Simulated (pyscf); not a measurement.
**Substitution at C: `[CH3][In]([OH])[OH]` + `[O]` [triplet] → `[OH][In][OH]` [doublet] + `[CH3][O]` [doublet]**

Gas phase, triplet surface, charge 0. Bonds broken: In1–C2. Bonds formed: C2–O10. PySCF, gas phase, ωB97X-D3(BJ)/def2-SVP geometries.

Transition state (Å):

```xyz
10

In    -1.2830    -0.2796    -0.8326
C     -0.0293     0.6192     1.0086
O     -0.2945    -1.6752    -1.8686
O     -3.1323     0.0396    -1.5406
H     -0.5925     0.0000     1.7104
H     -0.3675     1.6399     0.8178
H      0.8730     0.2341     0.5307
H     -0.8247    -2.0338    -2.5921
H     -3.6327     0.7109    -1.0616
O      0.9742     1.2841     2.4461
```

One imaginary mode, 976i cm⁻¹; descent along it reached the two sides named.

| bond | change | reactant side (Å) | saddle | product side |
|---|---|---|---|---|
| In1–C2 | breaks | 2.130 | 2.402 | 5.0 |
| C2–O10 | forms | 3.4 | 1.875 | 1.355 |

Electronic energies relative to the separated reactants (eV):

| level | barrier | reaction energy | reverse barrier |
|---|---|---|---|
| ωB97X-D3(BJ)/def2-TZVP | 0.77 | -1.10 | 1.87 |
| PBE/def2-TZVP | 0.00 | -1.77 | 1.76 |
| r²SCAN/def2-TZVP | 0.25 | -1.52 | 1.77 |
| B3LYP-D3(BJ)/def2-TZVP | 0.38 | -1.44 | 1.82 |
| PBE0-D3(BJ)/def2-TZVP | 0.51 | -1.33 | 1.84 |
| M06-2X/def2-TZVP | 0.66 | -1.29 | 1.95 |
| ωB97M-D3(BJ)/def2-TZVP | 0.73 | -1.21 | 1.94 |
| HF/def2-TZVP | 1.81 | -0.30 | 2.11 |

With ωB97M-D3(BJ)/def2-TZVP energies and thermal terms (ideal gas, 1 atm, RRHO with modes under 100 cm⁻¹ raised to 100, one conformer, R ln 2 for chiral ones without a mode under 150 cm⁻¹), in eV:

```
T (K)   ΔH‡   ΔG‡     ΔH     ΔG
-----  ----  ----  -----  -----
298    0.69  1.00  -1.23  -1.37
600    0.69  1.32  -1.29  -1.48
900    0.68  1.63  -1.33  -1.56
1200   0.67  1.95  -1.37  -1.64
```

The reactants may also form a dative adduct at H₃C–In(OH)–OH; it and routes through it were not searched. From the product side, H₂C=O + H• + [HO–In–OH]• lies, by one bond made or cut, 0.74 eV under this saddle at ωB97M-D3(BJ)/def2-TZVP. [HO–In–OH]• + H₃C–O• also meet on a surface of lower spin, which isn't treated here. H₃C–O• lies 0.30 eV over its isomer •H₂C–OH (electronic energy, ωB97M-D3(BJ)/def2-TZVP). This is the saddle that the search found; another between the same sides may lie lower. The angle at the attacked C is 179°. Left out: orbital degeneracy and the spin-orbit lowering of O. The orbital near-degeneracy of the XH₃O or XH₃S radical is left out. Elements past Kr carry the def2 core potentials, without spin-orbit coupling.
